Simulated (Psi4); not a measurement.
# C3HN (cyanoacetylene): M06-2X/def2-SVPD, part 2 of 2

Psi4 1.11. The steps go on from the part before.

**3. The triplet**

File job.inp:

```
memory 1600 mb

molecule {
  0 3
  C     -0.26040426     2.36782683     0.28119125
  C     -0.00056692     0.13020213     0.00396842
  C      0.29763186    -2.41998328    -0.31180481
  N      0.55009927    -4.57011366    -0.57750030
  H     -0.49246263     4.35298413     0.52591078
  units bohr
  symmetry c1
}

set basis def2-SVPD
set reference uks
set puream true
set e_convergence 1e-09
set d_convergence 1e-08
set scf_type pk
set dft_radial_points 99
set dft_spherical_points 590
set maxiter 100

e, wfn = gradient("m06-2x", return_wfn=True)
oeprop(wfn, "WIBERG_LOWDIN_INDICES", "MULLIKEN_CHARGES", "DIPOLE", title="M06-2X")
```

Started as:

```
$ psi4 -i job.inp -o job.out -n 1
```

job.out:

```text
Psi4 1.11 release

gradient() will perform analytic gradient computation.

   => Loading Basis Set <=

    Name: DEF2-SVPD
    Role: ORBITAL
    Keyword: BASIS

         ---------------------------------------------------------
                                   SCF
                              UKS Reference
                        1 Threads,   1525 MiB Core
         ---------------------------------------------------------

  ==> Geometry <==

    Molecular point group: c1
    Full point group: C1

    Geometry (in Bohr), charge = 0, multiplicity = 3:

       Center              X                  Y                   Z               Mass
    ------------   -----------------  -----------------  -----------------  -----------------
         C           -0.410307377295     3.518013287532     0.435599331771    12.000000000000
         C           -0.150470037295     1.280388587532     0.158376501771    12.000000000000
         C            0.147728742705    -1.269796822468    -0.157396728229    12.000000000000
         N            0.400196152705    -3.419927202468    -0.423092218229    14.003074004430
         H           -0.642365747295     5.503170587532     0.680318861771     1.007825032230

  Running in c1 symmetry.

  Rotational constants: A = 2142885.76061  B =      0.15322  C =      0.15322 [cm^-1]
  Rotational constants: A = 64242098938.56859  B =   4593.39163  C =   4593.39133 [MHz]
  Nuclear repulsion =   77.250015157316142

  Charge       = 0
  Multiplicity = 3
  Electrons    = 26
  Nalpha       = 14
  Nbeta        = 12

  ==> Algorithm <==

  SCF Algorithm Type is PK.
  DIIS enabled.
  MOM disabled.
  Fractional occupation disabled.
  Guess Type is SAD.
  Energy threshold   = 1.00e-09
  Density threshold  = 1.00e-08
  Integral threshold = 1.00e-12

  ==> Primary Basis <==

  Basis Set: DEF2-SVPD
    Blend: DEF2-SVPD
    Number of shells: 36
    Number of basis functions: 88
    Number of Cartesian functions: 96
    Spherical Harmonics?: true
    Max angular momentum: 2

  ==> DFT Potential <==

   => LibXC <=

    Version 7.1.2

   => Composite Functional: M06-2X <=

    Deriv               =              1
    GGA                 =           TRUE
    Meta                =           TRUE

    Exchange Hybrid     =           TRUE
    MP2 Hybrid          =          FALSE

   => Exchange Functionals <=

    1.0000   XC_HYB_MGGA_X_M06_2X

   => Exact (HF) Exchange <=

    0.5400               HF

   => Correlation Functionals <=

    1.0000   XC_MGGA_C_M06_2X

   => LibXC Density Thresholds  <==

    XC_MGGA_C_M06_2X:  1.00E-12
    XC_HYB_MGGA_X_M06_2X:  1.00E-15

   => Molecular Quadrature <=

    Radial Scheme          =       TREUTLER
    Pruning Scheme         =           NONE
    Nuclear Scheme         =       TREUTLER

    Blocking Scheme        =         OCTREE
    BS radius alpha        =              1
    Pruning alpha          =              1
    Radial Points          =             99
    Spherical Points       =            590
    Total Points           =         281040
    Total Blocks           =           2051
    Max Points             =            256
    Max Functions          =             87
    Weights Tolerance      =       1.00E-15

  ==> Integral Setup <==

  Using in-core PK algorithm.
   Calculation information:
      Number of atoms:                   5
      Number of AO shells:              36
      Number of primitives:             62
      Number of atomic orbitals:        96
      Number of basis functions:        88

      Integral cutoff                 1.00e-12
      Number of threads:                 1

  Performing in-core PK
  Using 15338972 doubles for integral storage.
  We computed 212976 shell quartets total.
  Whereas there are 222111 unique shell quartets.

  ==> DiskJK: Disk-Based J/K Matrices <==

    J tasked:                  Yes
    K tasked:                  Yes
    wK tasked:                  No
    Memory [MiB]:              457
    Schwarz Cutoff:          1E-12

  Cached 33.3% of DFT collocation blocks in 0.518 [GiB].

  Minimum eigenvalue in the overlap matrix is 2.5289246725E-05.
  Reciprocal condition number of the overlap matrix is 3.6072437443E-06.
    Using symmetric orthogonalization.

  ==> Pre-Iterations <==

  SCF Guess: Superposition of Atomic Densities via on-the-fly atomic UHF (no occupation information).

   -------------------------
    Irrep   Nso     Nmo
   -------------------------
     A         88      88
   -------------------------
    Total      88      88
   -------------------------

  ==> Iterations <==

                        Total Energy        Delta E     RMS |[F,P]|

   @UKS iter SAD:  -168.54908939814990   -1.68549e+02   0.00000e+00
   @UKS iter   1:  -169.10235891306371   -5.53270e-01   4.60409e-03 DIIS/ADIIS
   @UKS iter   2:  -169.13067248732017   -2.83136e-02   4.21168e-03 DIIS/ADIIS
   @UKS iter   3:  -169.18637604060100   -5.57036e-02   1.66291e-03 DIIS/ADIIS
   @UKS iter   4:  -169.19725406686831   -1.08780e-02   3.37941e-04 DIIS/ADIIS
   @UKS iter   5:  -169.19813759918810   -8.83532e-04   2.00624e-04 DIIS/ADIIS
   @UKS iter   6:  -169.19854360687538   -4.06008e-04   7.68536e-05 DIIS
   @UKS iter   7:  -169.19878078227740   -2.37175e-04   6.65181e-05 DIIS
   @UKS iter   8:  -169.19892043140783   -1.39649e-04   4.21022e-05 DIIS
   @UKS iter   9:  -169.19906316307657   -1.42732e-04   2.41759e-05 DIIS
   @UKS iter  10:  -169.19913406035224   -7.08973e-05   7.84918e-06 DIIS
   @UKS iter  11:  -169.19914006042760   -6.00008e-06   2.48256e-06 DIIS
   @UKS iter  12:  -169.19914052293794   -4.62510e-07   1.23615e-06 DIIS
   @UKS iter  13:  -169.19914064290165   -1.19964e-07   8.66750e-07 DIIS
   @UKS iter  14:  -169.19914072605570   -8.31540e-08   4.91427e-07 DIIS
   @UKS iter  15:  -169.19914075555161   -2.94959e-08   3.12058e-07 DIIS
   @UKS iter  16:  -169.19914075789038   -2.33877e-09   2.27395e-07 DIIS
   @UKS iter  17:  -169.19914075972753   -1.83715e-09   8.22486e-08 DIIS
   @UKS iter  18:  -169.19914076004517   -3.17641e-10   4.25902e-08 DIIS
   @UKS iter  19:  -169.19914076010429   -5.91172e-11   1.35700e-08 DIIS
   @UKS iter  20:  -169.19914076010988   -5.59908e-12   6.19586e-09 DIIS
  Energy and wave function converged.

  ==> Post-Iterations <==

   Electrons on quadrature grid:
      Nalpha   =   14.0000000071 ; deviation = 7.122e-09
      Nbeta    =   12.0000000088 ; deviation = 8.781e-09
      Ntotal   =   26.0000000159 ; deviation = 1.590e-08

   @Spin Contamination Metric:   1.430762849E-02
   @S^2 Expected:                2.000000000E+00
   @S^2 Observed:                2.014307628E+00
   @S   Expected:                1.000000000E+00
   @S   Observed:                1.000000000E+00

    Orbital Energies [Eh]
    ---------------------

    Alpha Occupied:

       1A    -14.790203     2A    -10.644571     3A    -10.631255
       4A    -10.617686     5A     -1.045959     6A     -0.947912
       7A     -0.770293     8A     -0.649819     9A     -0.518933
      10A     -0.493610    11A     -0.475049    12A     -0.437619
      13A     -0.401998    14A     -0.198443

    Alpha Virtual:

      15A     -0.036181    16A      0.029089    17A      0.056609
      18A      0.107600    19A      0.131339    20A      0.153268
      21A      0.182138    22A      0.221383    23A      0.221724
      24A      0.228032    25A      0.232910    26A      0.258936
      27A      0.263008    28A      0.263558    29A      0.274429
      30A      0.304312    31A      0.318572    32A      0.319461
      33A      0.339404    34A      0.343455    35A      0.347498
      36A      0.370763    37A      0.460129    38A      0.461278
      39A      0.468329    40A      0.471674    41A      0.501188
      42A      0.586007    43A      0.639457    44A      0.639990
      45A      0.660722    46A      0.661782    47A      0.670732
      48A      0.703905    49A      0.711456    50A      0.817809
      51A      0.956613    52A      0.962573    53A      0.977736
      54A      1.036971    55A      1.050070    56A      1.064839
      57A      1.099503    58A      1.150468    59A      1.185566
      60A      1.235907    61A      1.286345    62A      1.299481
      63A      1.451029    64A      1.472446    65A      1.485381
      66A      1.597377    67A      1.606924    68A      1.616012
      69A      1.682247    70A      1.683370    71A      1.689020
      72A      1.779736    73A      1.784999    74A      1.990102
      75A      2.001156    76A      2.026759    77A      2.040704
      78A      2.235955    79A      2.467714    80A      2.476034
      81A      2.636869    82A      2.658155    83A      2.704858
      84A      3.202026    85A      3.214538    86A      3.234922
      87A      3.614106    88A      4.074950

    Beta Occupied:

       1A    -14.782977     2A    -10.641567     3A    -10.624033
       4A    -10.618685     5A     -1.019471     6A     -0.901767
       7A     -0.743751     8A     -0.632625     9A     -0.476008
      10A     -0.449562    11A     -0.432388    12A     -0.375853

    Beta Virtual:

      13A     -0.192613    14A     -0.014028    15A      0.016407
      16A      0.016645    17A      0.053821    18A      0.100695
      19A      0.150498    20A      0.152230    21A      0.185401
      22A      0.195356    23A      0.204309    24A      0.235859
      25A      0.236449    26A      0.265522    27A      0.266755
      28A      0.271461    29A      0.276985    30A      0.290706
      31A      0.301208    32A      0.307334    33A      0.316703
      34A      0.337984    35A      0.339652    36A      0.368752
      37A      0.438296    38A      0.440516    39A      0.445769
      40A      0.465162    41A      0.496598    42A      0.583203
      43A      0.634265    44A      0.641602    45A      0.646596
      46A      0.652384    47A      0.656346    48A      0.710344
      49A      0.712951    50A      0.819464    51A      0.963657
      52A      0.965936    53A      0.988620    54A      1.048655
      55A      1.052749    56A      1.066553    57A      1.107231
      58A      1.158782    59A      1.189328    60A      1.251134
      61A      1.311092    62A      1.324387    63A      1.448506
      64A      1.511757    65A      1.516885    66A      1.609538
      67A      1.639591    68A      1.658181    69A      1.682845
      70A      1.711960    71A      1.714923    72A      1.798421
      73A      1.808620    74A      2.029847    75A      2.057201
      76A      2.058828    77A      2.066205    78A      2.264591
      79A      2.498742    80A      2.499621    81A      2.685664
      82A      2.694350    83A      2.725538    84A      3.237066
      85A      3.248080    86A      3.259744    87A      3.653689
      88A      4.142956

    Final Occupation by Irrep:
              A
    DOCC [    12 ]
    SOCC [     2 ]
    NA   [    14 ]
    NB   [    12 ]

  @UKS Final Energy:  -169.19914076010988

   => Energetics <=

    Nuclear Repulsion Energy =             77.2500151573161418
    One-Electron Energy =                -379.3253932944981557
    Two-Electron Energy =                 144.1092944446874924
    DFT Exchange-Correlation Energy =     -11.2330570676153467
    Empirical Dispersion Energy =           0.0000000000000000
    VV10 Nonlocal Energy =                  0.0000000000000000
    Total Energy =                       -169.1991407601098842

  UHF NO Occupations:
  HONO-2 :   12  A 1.9955922
  HONO-1 :   13  A 1.0000000
  HONO-0 :   14  A 1.0000000
  LUNO+0 :   15  A 0.0044078
  LUNO+1 :   16  A 0.0011058
  LUNO+2 :   17  A 0.0006903
  LUNO+3 :   18  A 0.0005400

Computation Completed

Properties will be evaluated at   0.000000,   0.000000,   0.000000 [a0]

Properties computed using the SCF density matrix

 Multipole Moments:

 ------------------------------------------------------------------------------------
     Multipole            Electronic (a.u.)      Nuclear  (a.u.)        Total (a.u.)
 ------------------------------------------------------------------------------------

 L = 1.  Multiply by 2.5417464519 to convert [e a0] to [Debye]
 Dipole X            :          0.1312112           -0.3192847           -0.1880735
 Dipole Y            :         -1.1284579            2.7353105            1.6068526
 Dipole Z            :         -0.1395718            0.3381480            0.1985762
 Magnitude           :                                                    1.6299630

 ------------------------------------------------------------------------------------

	total time  =         89 seconds =       1.48 minutes

         ------------------------------------------------------------
                                   SCF GRAD
         ------------------------------------------------------------

  ==> Geometry <==

    Molecular point group: c1
    Full point group: C1

    Geometry (in Bohr), charge = 0, multiplicity = 3:

       Center              X                  Y                   Z               Mass
    ------------   -----------------  -----------------  -----------------  -----------------
         C           -0.410307377295     3.518013287532     0.435599331771    12.000000000000
         C           -0.150470037295     1.280388587532     0.158376501771    12.000000000000
         C            0.147728742705    -1.269796822468    -0.157396728229    12.000000000000
         N            0.400196152705    -3.419927202468    -0.423092218229    14.003074004430
         H           -0.642365747295     5.503170587532     0.680318861771     1.007825032230

  Nuclear repulsion =   77.250015157316142

  ==> Basis Set <==

  Basis Set: DEF2-SVPD
    Blend: DEF2-SVPD
    Number of shells: 36
    Number of basis functions: 88
    Number of Cartesian functions: 96
    Spherical Harmonics?: true
    Max angular momentum: 2

  ==> DirectJKGrad: Integral-Direct SCF Gradients <==

    Gradient:                    1
    J tasked:                  Yes
    K tasked:                  Yes
    wK tasked:                  No
    Integrals threads:           1
    Schwarz Cutoff:          1E-12

  ==> DFT Potential <==

   => LibXC <=

    Version 7.1.2

   => Composite Functional: M06-2X <=

    Deriv               =              1
    GGA                 =           TRUE
    Meta                =           TRUE

    Exchange Hybrid     =           TRUE
    MP2 Hybrid          =          FALSE

   => Exchange Functionals <=

    1.0000   XC_HYB_MGGA_X_M06_2X

   => Exact (HF) Exchange <=

    0.5400               HF

   => Correlation Functionals <=

    1.0000   XC_MGGA_C_M06_2X

   => LibXC Density Thresholds  <==

    XC_MGGA_C_M06_2X:  1.00E-12
    XC_HYB_MGGA_X_M06_2X:  1.00E-15

   => Molecular Quadrature <=

    Radial Scheme          =       TREUTLER
    Pruning Scheme         =           NONE
    Nuclear Scheme         =       TREUTLER

    Blocking Scheme        =         OCTREE
    BS radius alpha        =              1
    Pruning alpha          =              1
    Radial Points          =             99
    Spherical Points       =            590
    Total Points           =         281040
    Total Blocks           =           2051
    Max Points             =            256
    Max Functions          =             87
    Weights Tolerance      =       1.00E-15

  -Total Gradient:
     Atom            X                  Y                   Z
    ------   -----------------  -----------------  -----------------
       1        0.021896093404    -0.188881855916    -0.023472623828
       2       -0.028768426312     0.247276520326     0.030679523477
       3        0.018063595290    -0.154173934866    -0.019094150240
       4       -0.011741548523     0.100188635256     0.012395268100
       5        0.000548973688    -0.004397556511    -0.000506563039

	total time  =          9 seconds =       0.15 minutes

Properties will be evaluated at   0.000000,   0.000000,   0.000000 [a0]

Properties computed using the M06-2X density matrix

 Multipole Moments:

 ------------------------------------------------------------------------------------
     Multipole            Electronic (a.u.)      Nuclear  (a.u.)        Total (a.u.)
 ------------------------------------------------------------------------------------

 L = 1.  Multiply by 2.5417464519 to convert [e a0] to [Debye]
 Dipole X            :          0.1312112           -0.3192847           -0.1880735
 Dipole Y            :         -1.1284579            2.7353105            1.6068526
 Dipole Z            :         -0.1395718            0.3381480            0.1985762
 Magnitude           :                                                    1.6299630

 ------------------------------------------------------------------------------------
  Mulliken Charges: (a.u.)
   Center  Symbol    Alpha    Beta     Spin     Total
       1     C     4.38136  3.39116  0.99019 -1.77252
       2     C     2.21443  1.71030  0.50413  2.07528
       3     C     3.09651  3.11566 -0.01915 -0.21218
       4     N     3.81348  3.23245  0.58103 -0.04593
       5     H     0.49422  0.55042 -0.05620 -0.04464

   Total alpha = 14.00000, Total beta = 12.00000, Total charge =  0.00000

  Wiberg Bond Indices using Orthogonal Lowdin Orbitals:

  Total Bond Index:
  Irrep: 1 Size: 5 x 5

                 1                   2                   3                   4                   5

    1     0.00000000000000     2.27468728495255     0.45724990978442     0.13763476774525     1.07478221395516
    2     2.27468728495255     0.00000000000000     1.71335520442688     0.52470599580408     0.28866676536781
    3     0.45724990978442     1.71335520442688     0.00000000000000     2.97055771458220     0.02936332675872
    4     0.13763476774525     0.52470599580408     2.97055771458220     0.00000000000000     0.01578420472837
    5     1.07478221395516     0.28866676536781     0.02936332675872     0.01578420472837     0.00000000000000

  Alpha Contribution:
  Irrep: 1 Size: 5 x 5

                 1                   2                   3                   4                   5

    1     0.00000000000000     1.30716070652644     0.23472523372335     0.06852108186031     0.58871129655776
    2     1.30716070652644     0.00000000000000     0.92955420949448     0.23593419301321     0.15447944084902
    3     0.23472523372335     0.92955420949448     0.00000000000000     1.54146753655246     0.01419627770819
    4     0.06852108186031     0.23593419301321     1.54146753655246     0.00000000000000     0.00999900638311
    5     0.58871129655776     0.15447944084902     0.01419627770819     0.00999900638311     0.00000000000000

  Beta Contribution:
  Irrep: 1 Size: 5 x 5

                 1                   2                   3                   4                   5

    1     0.00000000000000     0.96752657842612     0.22252467606107     0.06911368588494     0.48607091739740
    2     0.96752657842612     0.00000000000000     0.78380099493240     0.28877180279087     0.13418732451880
    3     0.22252467606107     0.78380099493240     0.00000000000000     1.42909017802974     0.01516704905053
    4     0.06911368588494     0.28877180279087     1.42909017802974     0.00000000000000     0.00578519834525
    5     0.48607091739740     0.13418732451880     0.01516704905053     0.00578519834525     0.00000000000000

  Atomic Valences:

 #  #
 Irrep: 1
      1:    3.944354176437380
      2:    4.801415250551332
      3:    5.170526155552227
      4:    3.648682682859900
      5:    1.408596510810056

    Psi4 run time: 0:01:37.98
```

Wall time 100 s (1 thread of AMD EPYC 7R43 (Zen 3), shared host); peak memory 0.86 GiB.

**4. Outcome**

This closing draws on all 2 parts.

Level: M06-2X/def2-SVPD.

```
                                        quantity          value
                           singlet: total energy  -169.38081 Eh
                          singlet: dipole moment         3.86 D
                            singlet: HOMO energy      -10.29 eV
                            singlet: LUMO energy       -0.63 eV
                          singlet: HOMO–LUMO gap        9.66 eV
               singlet: largest force on an atom     0.808 eV/Å
                           triplet: total energy  -169.19914 Eh
                          triplet: dipole moment         4.14 D
     triplet: HOMO energy (highest over α and β)       -5.40 eV
      triplet: LUMO energy (lowest over α and β)       -5.24 eV
                                   triplet: ⟨S²⟩          2.014
               triplet: largest force on an atom    12.898 eV/Å
vertical energy of the triplet above the singlet       4.944 eV
```

What this shows: At this shape the triplet lies 4.94 eV (114 kcal/mol) above the singlet. The largest force (singlet) is 0.81 eV/Å: the shape isn't a stationary point for this species at this level. At M06-2X/def2-SVPD: The measured dipole moment is 3.72 D (NIST CCCBDB); the computed value is 0.14 D (4 %) too high.
